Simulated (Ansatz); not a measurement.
Species: propyne, C3H4 (charge 0, singlet). 
Geometry from a B3LYP-D3(BJ)/def2-TZVP (Ansatz, a program for electronic structure) optimisation:
```xyz
7

C     -0.0011    -0.0004     0.2181
C     -0.0068    -0.0029     1.4176
C      0.0060     0.0025    -1.2360
H     -0.0119    -0.0051     2.4795
H      0.0152     1.0232    -1.6237
H      0.8874    -0.5130    -1.6226
H     -0.8790    -0.5002    -1.6311
```

Basis-set convergence of Hartree-Fock and CCSD correlation energies (hartree) with Ansatz. Cores are frozen in the correlated levels unless marked. No spin-orbit coupling. No relativistic terms.

| basis | functions | E(HF) | E(corr, CCSD) |
|---|---|---|---|
| cc-pVDZ | - | -115.87438 | -0.42485 |
| cc-pVTZ | 146 | (withheld) | (withheld) |

**Question.** Complete the blanks.

**Answer.** 
- cc-pVTZ, E(HF): -115.90848
- cc-pVTZ, E(corr, CCSD): -0.50311
